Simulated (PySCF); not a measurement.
# C2H7NO (ethanolamine): the cost of one run

Computed with PySCF 2.14.0, with density-fitted response routines of our own, on a single molecule in the gas phase. Atoms count from 0, in the outputs and in this text.

## (1) The molecule as given

11 atoms, charge 0, multiplicity 1; geometry from: GFN2-xTB. The atoms were then displaced at random by about 0.01 Å, so the start is not that level's minimum.

Bonds of the start (Å): N0–C1 1.47, C1–C2 1.51, C2–O3 1.42, N0–H4 1.04, N0–H5 1.00, C1–H6 1.09, C1–H7 1.10, C2–H8 1.10, C2–H9 1.12, O3–H10 1.00.

## (2) Relaxing the molecule at PBE0-D3(BJ)/def2-SVP

The job: settings as JSON, then the geometry in Å.

```
{"job": {"xc": "PBE0", "basis": "def2-SVP", "d3": "d3bj", "grid": 1, "shake": 0.01, "kind": "geom"}, "charge": 0, "multiplicity": 1}
N     -1.021170    -0.885240     0.382730
C     -0.518480     0.474890     0.150340
C      0.952370     0.469270     0.510660
O      1.704910    -0.488540    -0.226850
H     -1.993270    -0.942870     0.021000
H     -1.059620    -1.064120     1.369790
H     -0.606870     0.698050    -0.912500
H     -1.011310     1.272420     0.720910
H      1.425290     1.446040     0.321250
H      1.074730     0.268070     1.607990
H      1.091540    -1.273810    -0.251390
```

Launch:

```sh
OMP_NUM_THREADS=1 python probes_run.py task.json out
```

This one command runs all jobs of the session in turn.

Q: Estimate the wall time and peak memory of this first job on 1 thread of AMD EPYC, shared host.

About 45 s, with a peak of 0.39 GiB.
